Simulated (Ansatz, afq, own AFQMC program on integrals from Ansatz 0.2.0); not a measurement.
Integrals from Ansatz 0.2.0, then the random walk in our own AFQMC program (afq).

```yaml
crystal:
  periodic: [false, false, false]
  atoms:
    - {symbol: Sn, position_ang: [0.000000, 0.000000, 0.000000]}
    - {symbol: H, position_ang: [0.978777, 0.987165, 0.985128]}
    - {symbol: H, position_ang: [-0.988972, -0.979870, 0.982225]}
    - {symbol: H, position_ang: [-0.978395, 0.980215, -0.992421]}
    - {symbol: H, position_ang: [0.988590, -0.987510, -0.974932]}
basis:
  gaussian: {orbitals: def2-SVP}
magnetization: {spin_polarized: false}
correlation: {method: ccsd_t, electrons: outside_noble_gas, hamiltonian_folder: ham}
```

```sh
$ ansatz run in.yaml --threads 1 --pin off --events-out ev --progress --plain --max-ram 1382MiB
```

Options of the walk:

```
--method phaseless --trial hf --walkers 140 --populations 1 --least-time 40 --time-step 0.005 --steps-per-block 20 --equilibration-blocks 112 --max-blocks 600 --target-error 0.00102 --factor-cut 1e-05 --seed 8558 --taylor-order 6
```

Times are imaginary, in 1/Eh. The walk had a cap of 517 s. Filled inner d shells are frozen with the cores. Core potentials past Kr, no spin–orbit coupling.

Output of the walk:

```
orbitals 37  electrons 4 4  factors 314 of 546
reference energy -215.63312428 Eh
CCSD correlation -0.13069083 Eh in 8 cycles, weight of the determinant in the CISD state 0.9206
energy of the start -215.633124 Eh
 block  time / (1/Eh)  mean weight  energy / Eh
     1     0.100  1.0001  -215.655439
     2     0.200  0.9998  -215.672495
     3     0.300  1.0013  -215.689713
     4     0.400  1.0008  -215.701238
     5     0.500  1.0008  -215.713613
     8     0.800  1.0005  -215.729551
    13     1.300  1.0001  -215.741084
    49     4.900  0.9985  -215.765393
    85     8.500  1.0025  -215.762346
   121    12.100  1.0000  -215.759892
   157    15.700  0.9998  -215.768873
   193    19.300  0.9999  -215.775414
   229    22.900  1.0007  -215.765707
   265    26.500  1.0002  -215.767778
   301    30.100  1.0005  -215.771682
   337    33.700  1.0001  -215.759795
   373    37.300  1.0013  -215.775425
   409    40.900  0.9988  -215.756353
   445    44.500  1.0006  -215.768350
   457    45.700  0.9994  -215.782124
   481    48.100  0.9998  -215.762968
   493    49.300  1.0000  -215.754381
   505    50.500  1.0006  -215.764434
blocks merged  error / Eh  count
     1  0.000394  400
     2  0.000504  200
     4  0.000657  100
     8  0.000779  50
    16  0.000959  25
    32  0.001101  12
energy -215.766684 +/- 0.000959 Eh
(rows thinned)
```

The run passed its tests (sampling time, drift between the halves within three errors, error under three times the target), which doesn't prove that it has relaxed.

Against this walk (error 26.1 meV) on the same determinant: CCSD(T) 21.4 meV higher (within the noise), CCSDT(Q) 4.5 meV higher (within the noise), a separate phaseless walk with a CISD trial and standard settings 10.0 ± 26.4 meV higher (within the noise). The error is statistical and leaves out the bias of the constraint.

Cautions: constraint bias not in the error; no spin-orbit coupling; inner d shell frozen.

The walk took 66 s on 1 thread of Intel(R) Xeon(R) 6975P-C (Granite Rapids), on a shared host. The log's last line is the phaseless energy.

CCSDT and higher add their correlation energy to the determinant of the CCSD(T) run, since their own runs factorise the integrals more tightly (a shift of under 2 meV). A walk keeps the symmetry of its determinant, which the program's search chose and which needn't be the lowest solution, so a lower state of the same spin and another symmetry isn't excluded.
